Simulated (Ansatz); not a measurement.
# The cluster B₃: structure and electronic state

Aim: characterise the cluster B₃ as a doublet: its structure, frontier levels and distribution of charge and spin.

Program: Ansatz 0.2.0, Gaussian basis. Level of theory: UKS PBE0-D4/def2-TZVP. These are calculated values, not measurements.

The runs, in order: relaxation at PBE-D4/def2-TZVP; a single point at PBE0-D4/def2-TZVP; harmonic vibrations at PBE-D4/def2-TZVP.

1 further run of the same task is left out (set aside as unsound or not needed). Runs told in other sessions of the task aren't counted.

**1. The starting structure**

3 atoms, charge 0, spin multiplicity 2.

Atoms are counted from 1 here; the program's logs count them from 0.

Bond lengths: B1–B2 1.620 Å, B1–B3 1.447 Å, B2–B3 1.620 Å. Angles: B2–B1–B3 63.5°, B1–B2–B3 53.0°, B1–B3–B2 63.5°.

The start is a GFN1-xTB geometry.

**2. Relaxation at PBE-D4/def2-TZVP**

Input file in.yaml:

```yaml
crystal:
  periodic: [false, false, false]
  atoms:
    - {symbol: B, position_ang: [0.856770, 0.106580, 0.107210]}
    - {symbol: B, position_ang: [-0.460640, -0.835880, 0.153790]}
    - {symbol: B, position_ang: [-0.396130, 0.729300, -0.261010]}
basis:
  gaussian: {orbitals: def2-TZVP}
magnetization: {spin_polarized: true, initial_magnetization: 1}
hamiltonian: {xc: pbe, dispersion: d4}
scf: {omitted_lower_state_checks: [starts]}
output: {orbitals: {seedname: orbitals}}
relax: {f_tol: 0.02, max_steps: 100}
```

The run is started by

```bash
$ ansatz run in.yaml --threads 4 --pin off --events-out ev --progress --plain --max-ram 3916MiB
```

Further steps of the session: Single point, PBE0-D4/def2-TZVP; Harmonic vibrations.

Q: Predict the results of all the runs planned. Wanted: point group; commonest bond; HOMO, LUMO at PBE0-D4/def2-TZVP; ⟨S²⟩; dipole at PBE-D4/def2-TZVP; lowest, highest wavenumber.

The runs gave:

| quantity | value |
| --- | --- |
| point group | D3h |
| commonest bond | B–B, 3 of mean length 1.555 Å |
| HOMO, LUMO at PBE0-D4/def2-TZVP (over both spins) | -7.68, -4.26 eV |
| ⟨S²⟩ | 0.857 |
| dipole at PBE-D4/def2-TZVP | 0.00 D |
| lowest, highest wavenumber | 939, 1225 cm⁻¹ |

In words: The molecule keeps its bonding pattern by the stored test; the atoms moved 0.07 Å (rms). All wavenumbers are real: a minimum at this level. The alpha HOMO lies nearest to B1, B2, B3 about 33 % each and the alpha LUMO to B1, B2, B3 about 33 % each (shares on a coarse grid); over both spins the LUMO of beta spin, not drawn, take the frontier's place. Whether this spin is the lowest isn't tested here.
